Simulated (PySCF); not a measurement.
Species: C4H7ClO.
SMILES: `CCCC(=O)Cl`

Torsions of this conformer, `[CH3:1][CH2:2][CH2:3][C:4](=[O:5])[Cl:6]`: C1–C2–C3–C4 179°, C2–C3–C4–O5 -1°.

The closed-shell ground state was solved at several levels (PySCF, density fitting, gas phase, non-relativistic). Geometry: PBE0-D3(BJ)/def2-SVP, one conformer, isolated molecule.

| level | basis functions | HOMO (eV) | LUMO (eV) | gap (eV) | dipole (D) |
| --- | --- | --- | --- | --- | --- |
| KT3/pcSseg-1 | 144 | -7.17 | -1.97 | 5.20 | 2.91 |
| mPW1PW91/pcSseg-1 | 144 | -8.62 | -0.98 | 7.64 | 3.05 |
| B97-D/pcSseg-1 | 144 | -7.06 | -1.97 | 5.09 | 2.94 |
| PBE0/pcSseg-1 | 144 | -8.58 | -0.95 | 7.63 | 3.04 |
| B3LYP/pcSseg-1 | 144 | -8.30 | -1.19 | 7.11 | 2.98 |

Question: Estimate the row for KT2/pcSseg-1, a basis of 144 functions; the other rows only guide the guess.

Answer: HOMO -7.19 eV, LUMO -1.99 eV, gap 5.20 eV, dipole 2.96 D.

Question: In the pcSseg-1 basis, how does the gap go with the fixed share of exact exchange?

Answer: B97-D (0 %) 5.09 eV; KT3 (0 %) 5.20 eV; KT2 (0 %) 5.20 eV; B3LYP (20 %) 7.11 eV; PBE0 (25 %) 7.63 eV; mPW1PW91 (25 %) 7.64 eV. Each rise in the share widens the gap here.

Question: How far do the dipole and the HOMO energy spread over the levels?

Answer: The dipole runs from 2.91 to 3.05 D (mean 2.98 D) and the HOMO from -8.62 to -7.06 eV.
